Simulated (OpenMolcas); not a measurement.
## How methods differ on CHP (SMILES C#P)

The species is CHP (3 atoms), meant as a singlet with charge 0. As SMILES, `C#P`. The shape is that of a GFN2-xTB optimisation.

```
atom    x (Å)    y (Å)    z (Å)
   C  -0.1371   0.0598  -0.0664
   P   1.1492  -0.5127   0.5742
   H  -1.0121   0.4528  -0.5078
```

Each level gives the energy change with the C1–P2 bond stretched from 1.547 to 2.320 Å (eV). The values are calculated.

| level | kind | program | value (eV) | less FCI/STO-3G | CPU time (all runs) |
| --- | --- | --- | --- | --- | --- |
| HF/STO-3G (restricted) | Hartree–Fock | OpenMolcas | 10.33 | +4.84 | 3.6 s |
| SVWN5/STO-3G (restricted) | LDA | OpenMolcas | 7.49 | +2.00 | 6.9 s |
| PBE/STO-3G (restricted) | GGA | OpenMolcas | 7.17 | +1.68 | 7.7 s |
| B3LYP/STO-3G (restricted) | global hybrid | OpenMolcas | 7.77 | +2.28 | 7.9 s |
| PBE0/STO-3G (restricted) | global hybrid | OpenMolcas | 8.24 | +2.75 | 7.7 s |
| B2PLYP/STO-3G (restricted) | double hybrid | OpenMolcas | 6.16 | +0.67 | 8.9 s |
| MP2/STO-3G (restricted) | perturbation theory | OpenMolcas | 5.95 | +0.46 | 4.6 s |
| CISD/STO-3G (restricted) | coupled cluster or CI | OpenMolcas | 7.96 | +2.47 | 4.5 s |
| FCI/STO-3G | exact in the basis | OpenMolcas | 5.49 | 0.00 | 5.8 s |

FCI/STO-3G is exact within its basis and frozen core, so for wave-function methods in that basis the difference is their error; functionals converge differently with the basis, so for them it is only a difference. Spin-restricted single references rise too steeply as a bond breaks, Hartree–Fock most of all. Perturbation and coupled-cluster corrections on them can overshoot downwards. The first shape isn't each level's own minimum. The values span 5.49 to 10.33 eV. All rows use very small basis sets, so even the best lies far from the true value. Times are those of the runs behind each value, whatever else they computed, on shared processors of several kinds: orders of magnitude only.
